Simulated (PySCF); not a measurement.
C4H6N (doublet state).
Z-matrix (Å and degrees, GFN2-xTB geometry), rows numbered from 1:
```
C 
C   1  1.5018
C   2  1.5353  1  101.74
C   3  1.5017  2  101.72  1    -0.04
N   4  1.3142  3  113.56  2     0.06
H   1  1.0734  2  124.98  3  -179.97
H   2  1.0928  1  111.08  3   120.37
H   2  1.0928  1  111.09  3  -120.39
H   3  1.0929  2  112.90  1  -119.10
H   3  1.0929  2  112.86  1   119.04
H   4  1.0733  3  124.96  2  -179.92
```

The species is `C1C=N[CH]C1` [radical].

Level of theory: PySCF 2.14.0, UKS B3LYP, pcH-1 on C H N, non-relativistic, mean-field spin-orbit, GIAO. Isolated species at its GFN2-xTB geometry, gas phase. A GFN2-xTB geometry isn't a minimum of the functional, and hyperfine couplings can be far from their values at a DFT geometry. The SCF solution wasn't tested for stability.

The Mulliken spin populations are largest on C1 (+0.63), C4 (+0.63) and N5 (-0.20). The angles at C1 add up to 360.0°, so it is planar; its axial dipolar tensor and the negative coupling of its proton fit spin in a p orbital normal to that plane.

(1) McConnell's relation a(H) = Q·ρ ties the coupling of a proton on a planar π carbon to the spin population of that carbon. What Q do the computed values give?

(2) How do the β-proton couplings of this frozen conformer go with θ, the angle between the C–H bond and the normal to the plane of the spin centre's three neighbours, both seen down the bond from centre to carbon?

Answers

(1) 
```tsv
H	C	ρ(C)	a(H) (G)	a/ρ (G)
H6	C1	+0.629	-16.04	-25.5
H11	C4	+0.629	-16.04	-25.5
```

These protons share one ρ (within 0.01), so their mean ratio, Q = -25.5 G, is no test of linearity. In McConnell's picture π spin on carbon polarises the C–H bond and leaves opposite spin at the proton, which makes Q negative, as found here.

(2) 
```csv
β H,on,centre,θ (°),cos²θ,a (G)
H7,C2,C1,30,0.74,+24.74
H8,C2,C1,30,0.74,+24.78
H9,C3,C4,30,0.74,+24.72
H10,C3,C4,30,0.75,+24.79
```

Couplings in gauss use g_iso = 2.0024.
